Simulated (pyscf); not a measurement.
This saddle point was located with ωB97X-D3(BJ)/def2-SVP in PySCF.

```xyz
8

Cl     1.7726     0.8148    -0.5513
Ge     1.7966    -0.2250     1.4030
Cl     1.7335    -2.3420     0.7577
H     -1.2486    -0.9287    -0.3613
N     -0.2438    -0.1703     1.4762
H     -0.7686    -0.6214     0.3839
H     -0.6423     0.7720     1.5588
H     -0.6600    -0.7654     2.2015
```
Charge 0, spin multiplicity 2.

Surface: doublet, charge 0. Lowest wavenumbers (cm⁻¹): 1856i, 85, 125, 140, 144.

Problem. What reaction is this the transition state of?

Solution. Cl–Ge:–Cl (SMILES [Cl][Ge][Cl]) [singlet] + H• (SMILES [H]) + NH₃ (SMILES N) <-> H₂N–Ge•(Cl)–Cl (SMILES [NH2][Ge]([Cl])[Cl]) + H₂ (SMILES [H][H]), an addition across a multiple bond or ene-type step read from left to right: H–N broken and Ge–N, H–H formed. At ωB97M-D3(BJ)/def2-TZVP it lies -7.5 kcal/mol from the left side and +30.0 kcal/mol from the right (each side as separated species at their lowest minima found). On the reactant side the descent ends in an adduct with a Ge–N contact, 24.6 kcal/mol under the separated species and 15.3 kcal/mol under the saddle at ωB97X-D3(BJ)/def2-TZVP. At ωB97M-D3(BJ) the saddle lies under the separated reactants, which points to a path from their complex (located at ωB97X-D3(BJ) alone). What is counted as formed (Ge–N) is already present as a longer contact in the reactant adduct; forming that adduct is a step of its own. This is the saddle that the search found; another between the same sides may lie lower. Elements up to Kr have no core potential and no relativistic terms here.
